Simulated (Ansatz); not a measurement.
**SbSBr (Pnma, No. 62)**

All values below come from HSE06 in Ansatz (PAW).

Settings: plane-wave cutoff 460 eV, 4×6×4 k mesh (along the axes of the cell as run), Fermi–Dirac smearing 0.01 eV, scalar-relativistic PAW data made under PBE.

Cell (relaxed at this level):

```
BrSSb
1.0
    8.55948     0.00000     0.00000
    0.00000     3.96139     0.00000
    0.00000     0.00000    10.50460
S Br Sb
4 4 4
Direct
  0.83942   0.25000   0.96634
  0.16058   0.75000   0.03366
  0.66058   0.75000   0.46634
  0.33942   0.25000   0.53366
  0.53342   0.25000   0.19950
  0.46658   0.75000   0.80050
  0.96658   0.75000   0.69950
  0.03342   0.25000   0.30050
  0.10186   0.25000   0.86980
  0.89814   0.75000   0.13020
  0.39814   0.75000   0.36980
  0.60186   0.25000   0.63020
```

| Quantity | Result |
|---|---|
| band gap | 2.49 eV |
| smallest direct gap on the k points sampled | 2.51 eV |

Note: the relaxation could not lower the start's symmetry, so the cell can be a saddle point above a distorted one; the volume lies 13 % above that of the published cell.

Spin–orbit coupling is not included.

Static lattice: no zero-point or thermal effects.

Ansatz is a first-principles code.
